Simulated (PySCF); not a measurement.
# A basis-limit estimate, worked out

An elementary step of CH6SSi, closed shell (CH₆SSi ([CH3][SiH2][SH]) → CH₄SSi ([CH3][SiH][S]) + H₂; bonds formed: H2–H4; bonds broken: Si1–H2, S3–H4). “Start” is the structure reached by relaxing down from the saddle towards the reactants; PBE0-D4/def2-TZVP structures. The saddle:

| atom | x (Å) | y (Å) | z (Å) |
| --- | --- | --- | --- |
| Si1 | -0.5845 | -0.3367 | -0.1854 |
| H2 | -0.0656 | -1.3083 | 1.1200 |
| S3 | -0.3514 | -1.8019 | -1.5560 |
| H4 | -0.0490 | -1.8327 | 0.2999 |
| H5 | -1.9164 | -0.0228 | 0.3947 |
| C6 | 0.5714 | 1.0997 | -0.0241 |
| H7 | 0.3271 | 1.8131 | -0.8189 |
| H8 | 0.4632 | 1.6062 | 0.9372 |
| H9 | 1.6053 | 0.7833 | -0.1673 |

Program: PySCF 2.14 with density fitting (its default auxiliary sets; JK sets also for MP2 and CCSD(T)). Basis: def2-TZVPP and def2-QZVPP. Cores are frozen in the correlated methods.

Energies in eV:

| quantity | saddle | start |
| --- | --- | --- |
| Hartree–Fock, triple zeta (X = 3) | -19804.48851 | -19807.25285 |
| Hartree–Fock, quadruple zeta (X = 4) | -19805.10642 | -19807.86379 |
| MP2 correlation, X = 3 | -13.80433 | -13.23638 |
| MP2 correlation, X = 4 | -14.80889 | -14.19153 |
| CCSD(T) correlation, X = 3 | -15.72233 | -15.24701 |

(1) Work out the barrier at the basis limit: extrapolate Hartree–Fock as E(X) = E∞ + A exp(−7.88 √X) and the MP2 correlation as E(X) = E∞ + B X^−2.97 (the exponents that Neese and Valeev fitted for def2-TZVPP and QZVPP), then add CCSD(T) − MP2 in triple zeta.

The T1 diagnostic stays at or below 0.017.

Answers

(1) Each step is linear, so take the differences first (saddle − start): Hartree–Fock 2.76434 (X = 3) and 2.75737 (X = 4); MP2 correlation -0.56795 and -0.61736; CCSD(T) correlation -0.47532.
Two points give E∞ = E(4) + w [E(4) − E(3)], with w = 1/(exp(7.88 (2 − √3)) − 1) = 0.1377 for Hartree–Fock and w = 1/((4/3)^2.97 − 1) = 0.7407 for the correlation.
Hartree–Fock: 2.75737 + 0.1377 × (-0.00697) = 2.7564 eV.
MP2 correlation: -0.61736 + 0.7407 × (-0.04941) = -0.6540 eV.
CCSD(T) − MP2: -0.47532 − (-0.56795) = 0.0926 eV.
Sum: 2.7564 + (-0.6540) + 0.0926 = 2.1950 eV, or 50.62 kcal/mol. Plain CCSD(T) in triple zeta gives 2.2890 eV, so the larger basis shifts the result by -0.0940 eV.

Labels in which every atom is bracketed show which atoms are joined, not bond orders.

For scale, one of the runs: CCSD(T)/def2-TZVPP, 199 basis functions, launched by `OMP_NUM_THREADS=4 python run.py`. Hardware: 4 CPU threads of an Arm Neoverse V2, shared host. Wall time 4.7 min; peak host memory 2.1 GiB.
